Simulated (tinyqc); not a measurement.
Extended Hueckel theory, for PH2+, step by step. The parameters take no account of the charge, which enters only through the electron count. One step of it, computed by the program tinyqc.

Problem. Mulliken analysis. P = C n C^T; charge = valence electrons (P 5, H 1) minus the sum of (P S)_ii on the atom; overlap population = 2 sum P_ij S_ij between two atoms.

coefficients, order 1P 3s, 1P 3px, 1P 3py, 1P 3pz, 2H 1s, 3H 1s:
$$\begin{pmatrix}
0.784774 & 0.000000 & -0.358590 & 0.000000 & -0.855446 & 0.000000 \\
0.000000 & 0.000000 & 0.000000 & 1.000000 & 0.000000 & 0.000000 \\
0.000000 & 0.585769 & 0.000000 & 0.000000 & 0.000000 & 1.181931 \\
0.026122 & 0.000000 & 0.841341 & 0.000000 & -0.758359 & 0.000000 \\
0.227306 & 0.372121 & 0.193954 & 0.000000 & 0.867102 & -0.879564 \\
0.227306 & -0.372121 & 0.193954 & 0.000000 & 0.867102 & 0.879564
\end{pmatrix}$$

occupations: [2.000000, 2.000000, 2.000000, 0.000000, 0.000000, 0.000000]

overlap S, order 1P 3s, 1P 3px, 1P 3py, 1P 3pz, 2H 1s, 3H 1s:
$$\begin{pmatrix}
1.000000 & 0.000000 & 0.000000 & 0.000000 & 0.376225 & 0.376225 \\
0.000000 & 1.000000 & 0.000000 & 0.000000 & 0.000000 & 0.000000 \\
0.000000 & 0.000000 & 1.000000 & 0.000000 & 0.450389 & -0.450389 \\
0.000000 & 0.000000 & 0.000000 & 1.000000 & 0.290349 & 0.290349 \\
0.376225 & 0.000000 & 0.450389 & 0.290349 & 1.000000 & 0.046118 \\
0.376225 & 0.000000 & -0.450389 & 0.290349 & 0.046118 & 1.000000
\end{pmatrix}$$

Give: charges; Overlap populations.

Solution.

charges: 1P 0.6549, 2H 0.1726, 3H 0.1726

Overlap populations:
```
pair      value
2-1    0.752897
3-1    0.752897
3-2   -0.009074
```
